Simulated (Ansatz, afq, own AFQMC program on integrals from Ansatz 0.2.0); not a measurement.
AFQMC on a folder of integrals that Ansatz 0.2.0 wrote.

```yaml
crystal:
  periodic: [false, false, false]
  atoms:
    - {symbol: Cu, position_ang: [0.000000, 0.000000, 0.000000]}
    - {symbol: Cl, position_ang: [0.000000, 0.000000, 1.632000]}
basis:
  gaussian: {orbitals: def2-SVP}
magnetization: {spin_polarized: false}
correlation: {method: ccsd_t, electrons: outside_noble_gas, hamiltonian_folder: ham}
```

```sh
$ ansatz run in.yaml --threads 1 --pin off --events-out ev --progress --plain --max-ram 1382MiB
```

afq runs on the folder ham with

```
--method phaseless --trial cisd --walkers 60 --populations 1 --least-time 40 --time-step 0.005 --steps-per-block 50 --equilibration-blocks 40 --max-blocks 300 --target-error 0.00051 --factor-cut 1e-05 --seed 6651 --release-times 0.24,0.6,1.2,1.8,2.6 --release-step 0.04 --release-every 4 --taylor-order 6
```

Times are imaginary, in 1/Eh. The walk had a cap of 861 s.

Log:

```
orbitals 35  electrons 9 9  factors 305 of 506
reference energy -2097.95635086 Eh
CCSD correlation -0.42340825 Eh in 15 cycles, weight of the determinant in the CISD state 0.8782
energy of the start -2098.379759 Eh
 block  time / (1/Eh)  mean weight  energy / Eh
     1     0.250  0.9993  -2098.374381
     2     0.500  1.0019  -2098.378563
     3     0.750  0.9986  -2098.392979
     4     1.000  1.0009  -2098.389614
     5     1.250  0.9961  -2098.404247
    10     2.500  1.0025  -2098.380468
    41    10.250  0.9969  -2098.377001
    49    12.250  1.0020  -2098.385041
    89    22.250  0.9995  -2098.385605
   129    32.250  1.0018  -2098.406721
   137    34.250  0.9966  -2098.430040
   169    42.250  0.9985  -2098.401530
   209    52.250  0.9999  -2098.388859
   249    62.250  1.0016  -2098.392440
   289    72.250  1.0014  -2098.381411
   329    82.250  0.9991  -2098.411674
   337    84.250  0.9990  -2098.396536
blocks merged  error / Eh  count
     1  0.001005  300
     2  0.001112  150
     4  0.001119  75
     8  0.001090  37
    16  0.001073  18
    32  0.001154  9
released: time / (1/Eh)  energy / Eh  error  mean overlap
  0.24  -2098.396573  0.001431  0.9971
  0.60  -2098.393168  0.001318  0.9867
  1.20  -2098.395489  0.002001  0.9406
  1.80  -2098.391794  0.002234  0.9283
  2.60  -2098.394797  0.004048  0.9588
energy -2098.397259 +/- 0.001090 Eh
(rows thinned)
```

The run passed its tests (sampling time, drift between the halves within three errors, error under three times the target), which doesn't prove that it has relaxed.

Against this walk (error 29.7 meV) on the same determinant: CCSD(T) 49.6 meV higher (within the noise). The error is statistical and leaves out the bias of the constraint. None of these is a sure reference here. Released to 1.20 1/Eh the energy moves by 48 ± 62 meV (both errors), within twice the noise.

Cautions: constraint bias not in the error; error above the target (29.7 against 13.9 meV); no relativity below Rb; outer-core shells of the metal frozen; higher spins were not checked.

The walk took 4.8 min on 1 thread of Arm Neoverse V2 (shared host). The log's last line is the phaseless energy.

A walk keeps the symmetry of its determinant, which the program's search chose and which needn't be the lowest solution, so a lower state of the same spin and another symmetry isn't excluded.
